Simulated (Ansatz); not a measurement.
Geometry optimisation, Ansatz, RKS LDA/6-31G*.

Input file:

```yaml
crystal:
  periodic: [false, false, false]
  atoms:
    - { symbol: Al, position_ang: [0.056346, 0.267126, -0.050685] }
    - { symbol: H, position_ang: [-0.548318, 0.431461, 1.394837] }
    - { symbol: H, position_ang: [1.646298, 0.173068, -0.259761] }
    - { symbol: H, position_ang: [-0.948846, 0.20464, -1.307702] }
    - { symbol: "N", position_ang: [-0.353241, -2.385683, 1.507305] }
    - { symbol: H, position_ang: [-0.588723, -2.735096, 0.572502] }
    - { symbol: C, position_ang: [1.024313, -2.586765, 1.90185] }
    - { symbol: H, position_ang: [1.283551, -3.654972, 1.792642] }
    - { symbol: H, position_ang: [1.799126, -1.999836, 1.361358] }
    - { symbol: H, position_ang: [1.122753, -2.344435, 2.977776] }
    - { symbol: H, position_ang: [-0.698358, -1.411608, 1.665877] }
basis:
  gaussian: { orbitals: "6-31G*" }
hamiltonian:
  xc: lda
relax:
  f_tol: 0.03
  max_steps: 50
```

Launched with:

```bash
$ ansatz run input.yaml --threads 1 --pin off --max-ram 2048MiB --backend cpu --events-out ev --progress --plain --runs-dir out
```

Question: Where does it end, and by what steps?

Answer: The forces met the threshold. The force dipped under the threshold on the way, but the program's further checks kept it going. After 15 steps the energy has fallen by 1.573 eV; H11 moved furthest, 0.85 Å. Joined: Al1–N5 (3.10 → 2.03 Å).

```tsv
step	energy less start (eV)	largest force component (eV/Å)	accepted
0	0.0000	0.791	yes
1	-0.1681	0.666	yes
2	-0.3457	0.957	yes
3	-0.6209	1.919	yes
4	-0.9883	1.463	yes
5	-1.3886	0.714	yes
6	-1.4779	0.322	yes
7	-1.5135	0.638	yes
8	-1.5600	0.128	yes
9	-1.5686	0.034	yes
10	-1.5671	0.196	no
11	-1.5661	0.264	no
12	-1.5704	0.017	yes
13	-1.5714	0.047	yes
14	-1.5724	0.033	yes
15	-1.5728	0.011	yes
```

```xyz
11
Properties=species:S:1:pos:R:3
Al 0.052 -0.086 0.311
H -0.072 0.636 1.756
H 1.531 -0.166 -0.345
H -1.216 0.008 -0.691
N -0.109 -2.014 0.929
H -0.099 -2.624 0.098
C 0.970 -2.368 1.856
H 0.903 -3.410 2.219
H 1.933 -2.213 1.341
H 0.934 -1.671 2.711
H -1.032 -2.133 1.372
```

Whether the end is a true minimum wasn't checked by a vibrational analysis.

Run time: 24 s on 1 thread of Arm Neoverse V2 (shared host), peak memory 0.12 GiB.
